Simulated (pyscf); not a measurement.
**Four-centre exchange: HO–Si(SiH₃)(SiH₃)–SiH₃ (SMILES O[Si]([SiH3])([SiH3])[SiH3]) + NH₃ (SMILES N) -> H₂N–SiH₂–Si(OH)(SiH₃)–SiH₃ (SMILES N[SiH2][Si](O)([SiH3])[SiH3]) + H₂ (SMILES [H][H])**

Gas phase, singlet surface, charge 0. Bonds broken: Si3–H7, N16–H17. Bonds formed: Si3–N16, H7–H17. Structures and frequencies: ωB97X-D3(BJ)/def2-SVP in PySCF.

Transition state (Å):

```xyz
19

O      2.1562     0.3859    -0.4855
Si     0.7528     1.0828     0.2108
Si    -0.1234    -0.7409     1.4608
Si    -0.6895     1.6963    -1.5270
Si     1.3025     3.0262     1.3852
H      2.6996     0.9767    -1.0185
H     -0.5740    -2.5161     1.9751
H     -1.5660    -0.4051     1.6060
H      0.7428    -0.7470     2.6687
H     -1.1499     0.4715    -2.2596
H     -0.0292     2.5898    -2.5296
H     -1.9009     2.3956    -0.9995
H      0.0506     3.6888     1.8639
H      2.1658     2.7275     2.5679
H      2.0372     3.9943     0.5116
N      0.4271    -1.9349     0.1088
H      0.0141    -2.6610     0.9921
H      1.4001    -1.8169    -0.1957
H     -0.1810    -1.9422    -0.7136
```

One imaginary mode, 1523i cm⁻¹; descent along it reached the two sides named, in the forms told below.

| bond | change | reactant side (Å) | saddle | product side |
|---|---|---|---|---|
| Si3–H7 | breaks | 1.489 | 1.902 | 4.1 |
| N16–H17 | breaks | 1.019 | 1.216 | 2.582 |
| Si3–N16 | forms | 2.9 | 1.886 | 1.745 |
| H7–H17 | forms | 3.2 | 1.155 | 0.763 |

Electronic energies relative to the separated reactants (kJ/mol):

```csv
level,barrier,reaction energy,reverse barrier
ωB97X-D3(BJ)/def2-TZVP,175.5,-21.8,197.3
PBE/def2-TZVP,155.6,-8.2,163.9
r²SCAN/def2-TZVP,162.6,-17.2,179.8
B3LYP-D3(BJ)/def2-TZVP,174.0,-18.7,192.7
PBE0-D3(BJ)/def2-TZVP,160.2,-14.1,174.3
M06-2X/def2-TZVP,174.2,-28.9,203.1
ωB97M-D3(BJ)/def2-TZVP,173.2,-18.1,191.2
HF/def2-TZVP,263.3,-0.1,263.3
```

With ωB97M-D3(BJ)/def2-TZVP energies and thermal terms (ideal gas, 1 atm, RRHO with modes under 100 cm⁻¹ raised to 100, one conformer, R ln 2 for chiral ones without a mode under 150 cm⁻¹), in kJ/mol:

| T (K) | ΔH‡ | ΔG‡ | ΔH | ΔG |
|---|---|---|---|---|
| 298 | 164.6 | 214.7 | -30.1 | -17.8 |
| 600 | 165.4 | 265.3 | -24.7 | -7.4 |
| 900 | 168.6 | 314.7 | -20.2 | +0.2 |
| 1200 | 172.4 | 362.8 | -17.0 | +6.5 |

On the reactant side the descent ends in a complex (not fully relaxed), 25.6 kJ/mol under the separated species and 201.1 kJ/mol under the saddle at ωB97X-D3(BJ)/def2-TZVP. At the saddle there is also a short H–Si contact that neither side keeps. HO–Si(SiH₃)(SiH₃)–SiH₃ lies 99.2 kJ/mol over its isomer H₃Si–SiH₂–O–SiH₂–SiH₃ (electronic energy, ωB97M-D3(BJ)/def2-TZVP). One saddle was located; it need not be the lowest between these sides.
